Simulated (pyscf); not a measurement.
# Insertion: silylene (SiH₂) [singlet] + chlorine (Cl–Cl) → dichlorosilane (Cl–SiH₂–Cl)

Gas phase, singlet surface, charge 0. Bonds broken: Cl4–Cl5. Bonds formed: Si1–Cl4, Si1–Cl5. PySCF, gas phase, ωB97X-D3(BJ)/def2-SVP geometries. Correlated levels are frozen-core, on RHF or UHF. ΔMP2 is the change of the MP2 total energy from the triple- to the quadruple-zeta basis.

Transition state (Å):

```xyz
5

Si    -0.1505    -0.3135     0.3959
H     -0.5417     0.0446     1.8122
H      0.0409    -1.8088     0.5157
Cl    -2.7614     0.4122    -1.8153
Cl    -2.3169    -0.7053    -0.0181
```

One imaginary mode, 230i cm⁻¹; descent along it reached the two sides named, in the forms told below.

```tsv
bond	change	reactant side (Å)	saddle	product side
Cl4–Cl5	breaks	2.044	2.162	3.4
Si1–Cl4	forms	3.6	3.5	2.052
Si1–Cl5	forms	2.487	2.240	2.052
```

Electronic energies relative to the separated reactants (kJ/mol):

```
level                             barrier  reaction energy  reverse barrier
--------------------------------  -------  ---------------  ---------------
ωB97X-D3(BJ)/def2-TZVP              -39.6           -623.5            584.0
PBE/def2-TZVP                       -99.2           -575.2            476.0
r²SCAN/def2-TZVP                    -97.6           -621.0            523.4
B3LYP-D3(BJ)/def2-TZVP              -67.9           -584.3            516.5
PBE0-D3(BJ)/def2-TZVP               -72.6           -606.8            534.2
M06-2X/def2-TZVP                    -39.2           -598.5            559.3
ωB97M-D3(BJ)/def2-TZVP              -30.7           -591.1            560.4
HF/def2-TZVP                         49.6           -602.6            652.2
MP2/def2-QZVPP                      -33.2           -634.9            601.6
CCSD/def2-TZVPP                      -9.3           -590.2            580.9
CCSD(T)/def2-TZVPP                  -32.6           -591.0            558.4
CCSD(T)/def2-TZVPP + ΔMP2(QZVPP)    -35.0           -595.1            560.1
```

With CCSD(T)/def2-TZVPP + ΔMP2(QZVPP) energies and thermal terms (ideal gas, 1 atm, RRHO with modes under 100 cm⁻¹ raised to 100, one conformer, R ln 2 for rigid chiral ones), in kJ/mol:

```csv
T (K),ΔH‡,ΔG‡,ΔH,ΔG
298,-30.3,7.2,-580.5,-537.4
600,-30.5,45.3,-580.5,-493.6
900,-29.8,83.0,-578.5,-450.5
1200,-28.9,120.5,-575.8,-408.3
```

On the reactant side the descent ends in an adduct with a Cl–Si contact, 45.6 kJ/mol under the separated species and 6.0 kJ/mol under the saddle at ωB97X-D3(BJ)/def2-TZVP. At ωB97X-D3(BJ), M06-2X, ωB97M-D3(BJ), MP2, CCSD, CCSD(T), CCSD(T) the saddle lies under the separated reactants, which points to a path from their complex (located at ωB97X-D3(BJ) alone). At PBE, r²SCAN, B3LYP-D3(BJ), PBE0-D3(BJ) this geometry lies under the reactants; that is no barrier but a single point on another level's saddle; such a level's own saddle, if it has one, lies nearer that side and is low. What is counted as formed (Cl–Si) is already present as a longer contact in the reactant adduct; forming that adduct is a step of its own. This is the saddle that the search found; another between the same sides may lie lower. A restricted solution here is unstable towards spin polarisation, so biradical character is likely and single-reference numbers are less safe. The CCSD(T) − MP2 part came from Ansatz, without density fitting, on the same reference. The largest closed-shell T1 diagnostic is 0.043, which may signal static correlation.
